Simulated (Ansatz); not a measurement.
# CH4S2: ionisation energy by level of theory

How much energy removes an electron from CH4S2 at fixed geometry? The cation is run at each level and the neutral's energy taken from earlier runs.

Method: unrestricted cation, the program's frozen cores in correlated methods; program: Ansatz 0.2.0, Gaussian basis.

Levels to be run: UKS PBE-D4/def2-TZVPP; UKS r2SCAN-D4/def2-TZVPP; UKS PBE0-D4/def2-TZVPP; UKS B3LYP-D4/def2-TZVPP; UKS wB97X-V/def2-TZVPP; UKS wB97M-V/def2-TZVPP; UKS B2PLYP/def2-TZVPP; UHF-CCSD(T)/def2-TZVPP; UHF-MP2/def2-QZVPP; extrapolation to the limit; then −ε(HOMO) from the neutral's earlier runs with LDA (SPW92), PBE-D4, revPBE-D4, BLYP-D4, r2SCAN-D4, B97M-V, PBE0-D4, B3LYP-D4, r2SCANh-D4, r2SCAN0-D4, HSE06-D4, BHLYP-D4, CAM-B3LYP-D4, LC-ωPBE, ωB97X-V, ωB97M-V.

## (1) Structure used throughout

An earlier PBE0-D4 in a triple-zeta def2 set relaxation fixed the geometry.

SMILES `CSS`, 7 atoms, charge 0, spin multiplicity 1.

Atoms are counted from 1 here; the program's logs count them from 0.

Bond lengths: C1–S2 1.802 Å, C1–H4 1.090 Å, C1–H5 1.089 Å, C1–H6 1.093 Å, S2–S3 2.037 Å, S3–H7 1.349 Å. Angles: S2–C1–H4 111.1°, S2–C1–H5 110.8°, S2–C1–H6 106.0°, H4–C1–H5 110.4°, H4–C1–H6 109.2°, H5–C1–H6 109.3°, C1–S2–S3 103.0°, S2–S3–H7 99.3°.

Geometry (Å):

```
C    -0.75767    0.53096   -0.25450
S     0.41067    0.31339    1.10063
S     1.93893   -0.71212    0.22785
H    -1.17046   -0.42557   -0.57409
H    -0.28528    1.03932   -1.09405
H    -1.56251    1.15621    0.13984
H     1.48762   -1.97019    0.40863
```

## (2) Cation, UKS PBE-D4/def2-TZVPP

File in.yaml:

```yaml
crystal:
  periodic: [false, false, false]
  atoms:
    - {symbol: C, position_ang: [-0.757666, 0.530959, -0.254501]}
    - {symbol: S, position_ang: [0.410668, 0.313395, 1.100627]}
    - {symbol: S, position_ang: [1.938925, -0.712118, 0.227847]}
    - {symbol: H, position_ang: [-1.170462, -0.425572, -0.574092]}
    - {symbol: H, position_ang: [-0.285278, 1.039323, -1.094053]}
    - {symbol: H, position_ang: [-1.562512, 1.156207, 0.139838]}
    - {symbol: H, position_ang: [1.487625, -1.970193, 0.408634]}
basis:
  gaussian: {orbitals: def2-TZVPP}
total_charge: 1
magnetization: {spin_polarized: true, initial_magnetization: 1}
hamiltonian: {xc: pbe, dispersion: d4}
```

The runs that follow: Cation, UKS r2SCAN-D4/def2-TZVPP; Cation, UKS PBE0-D4/def2-TZVPP; Cation, UKS B3LYP-D4/def2-TZVPP; Cation, UKS wB97X-V/def2-TZVPP; Cation, UKS wB97M-V/def2-TZVPP; Cation, UKS B2PLYP (frozen core)/def2-TZVPP; Cation, UHF-CCSD(T)/def2-TZVPP; Cation, UHF-MP2/def2-QZVPP.

Q: Predict the results of all the runs planned. Wanted: ionisation energy, CCSD(T)/CBS; nearest functional by difference; nearest −ε(HOMO); −ε(HOMO) of PBE; T1 of the cation.

As calculated:

```
                        quantity               value
  ionisation energy, CCSD(T)/CBS             9.40 eV
nearest functional by difference  ωB97X-V (-0.13 eV)
                nearest −ε(HOMO)  ωB97X-V (-0.12 eV)
                 −ε(HOMO) of PBE             5.70 eV
                T1 of the cation               0.023
```

In words: Energy differences with functionals land within 0.38 eV of the reference. The PBE orbital energy is 3.7 eV too small: a semilocal HOMO is no ionisation energy. Among orbital estimates ωB97X-V comes nearest. Hartree-Fock falls 1.14 eV short, as the neutral has more correlation energy than the cation.
